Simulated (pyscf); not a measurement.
Structures and frequencies: ωB97X-D3(BJ)/def2-SVP in PySCF.

Q: `[SiH3][Cl]` + `[H][H]` → `[SiH4]` + `[ClH]`
Surface: singlet. Broken: Cl–Si, H–H. Formed: H–Si, Cl–H. Give ΔE‡ and ΔE from ωB97M-D3(BJ)/def2-TZVP, relative to the separated reactants.

A: ΔE‡ = 228.1 kJ/mol, ΔE = +71.1 kJ/mol. Zero-point energy shifts the barrier by +8.6 kJ/mol. It is a four-centre exchange, with an imaginary mode of 1041i cm⁻¹. One saddle was located; it need not be the lowest between these sides.
